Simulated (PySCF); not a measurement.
# SiF₂: adding exact exchange

Base calculation in PySCF with density fitting and no spin–orbit coupling, PBE/def2-TZVP (no relativity): singlet, C2v, Si–F 1.624 Å (×2); F–Si–F 101.1°; wavenumbers 314, 806, 825 cm⁻¹; dipole moment 1.11 D, gap between the highest occupied and lowest empty levels 4.10 eV, polar-tensor charge of Si 1.03 e, atomisation energy (no zero-point energy) 1258 kJ/mol.

Q: What changes on going to PBE0/def2-TZVP (no relativity)?

A: The point group stays the same. Changes: mean bond to Si -0.023 Å, smallest bond angle -0.5 degrees, highest wavenumber +46 cm⁻¹, lowest wavenumber +23 cm⁻¹, dipole moment -0.02 D, gap between the highest occupied and lowest empty levels +2.07 eV, polar-tensor charge of Si +0.06 e, atomisation energy (no zero-point energy) -55 kJ/mol. The new structure has Si–F 1.601 Å (×2); F–Si–F 100.6°, with wavenumbers 337, 855, 871 cm⁻¹. Exact exchange shortens and stiffens the bonds and opens the gap, the usual pattern.

The structures come from searches over a few start shapes, so lower isomers are not excluded.
